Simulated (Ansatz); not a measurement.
Reaction (SMILES): ClO (OH-Cl) → [O]Cl (O-Cl) + H atom
B3LYP-D3(BJ)/def2-TZVP geometries, fixed; electronic energies without zero-point terms.

Basis-set convergence of the bond dissociation energy at r2SCAN with Ansatz (an electronic-structure program). All functions are spherical. The program fits the integrals of some runs and decomposes those of others, by size. Open shells are unrestricted. No added dispersion term, no relativity. Functions are those of the species that has most. Reference: the value in pcseg-4, 94.65 kcal/mol, itself unsure by roughly 0.04 kcal/mol (its mean distance from aug-pcseg-3, aug-cc-pV(Q+d)Z, cc-pV(5+d)Z). Deviations are taken from unrounded values.

```json
[
 {"basis": "pcseg-0", "functions": "24", "bond dissociation energy (kcal/mol)": "100.26", "minus reference (kcal/mol)": "5.61"},
 {"basis": "def2-SV(P)", "functions": "34", "bond dissociation energy (kcal/mol)": "90.29", "minus reference (kcal/mol)": "-4.36"},
 {"basis": "def2-SVP", "functions": "37", "bond dissociation energy (kcal/mol)": "96.25", "minus reference (kcal/mol)": "1.59"},
 {"basis": "pcseg-1", "functions": "37", "bond dissociation energy (kcal/mol)": "96.27", "minus reference (kcal/mol)": "1.62"},
 {"basis": "cc-pV(D+d)Z", "functions": "42", "bond dissociation energy (kcal/mol)": "94.81", "minus reference (kcal/mol)": "0.16"},
 {"basis": "def2-TZVP", "functions": "74", "bond dissociation energy (kcal/mol)": "93.80", "minus reference (kcal/mol)": "-0.85"},
 {"basis": "pcseg-2", "functions": "78", "bond dissociation energy (kcal/mol)": "95.81", "minus reference (kcal/mol)": "1.16"},
 {"basis": "cc-pV(T+d)Z", "functions": "83", "bond dissociation energy (kcal/mol)": "94.83", "minus reference (kcal/mol)": "0.18"},
 {"basis": "def2-TZVPP", "functions": "87", "bond dissociation energy (kcal/mol)": "94.89", "minus reference (kcal/mol)": "0.23"},
 {"basis": "cc-pV(Q+d)Z", "functions": "149", "bond dissociation energy (kcal/mol)": "94.70", "minus reference (kcal/mol)": "0.05"},
 {"basis": "def2-QZVPP", "functions": "157", "bond dissociation energy (kcal/mol)": "94.72", "minus reference (kcal/mol)": "0.07"},
 {"basis": "pcseg-3", "functions": "157", "bond dissociation energy (kcal/mol)": "94.84", "minus reference (kcal/mol)": "0.18"},
 {"basis": "cc-pV(5+d)Z", "functions": "246", "bond dissociation energy (kcal/mol)": "94.65", "minus reference (kcal/mol)": "0.00"},
 {"basis": "pcseg-4", "functions": "267", "bond dissociation energy (kcal/mol)": "94.65", "minus reference (kcal/mol)": "0.00"}
]
```

The smallest set listed that lies within 0.5 kcal/mol of the reference with all its larger relatives (same family, alike in diffuse functions; a set with none counts only in the reference's own line) is cc-pV(D+d)Z (42 functions, 0.16 kcal/mol off).
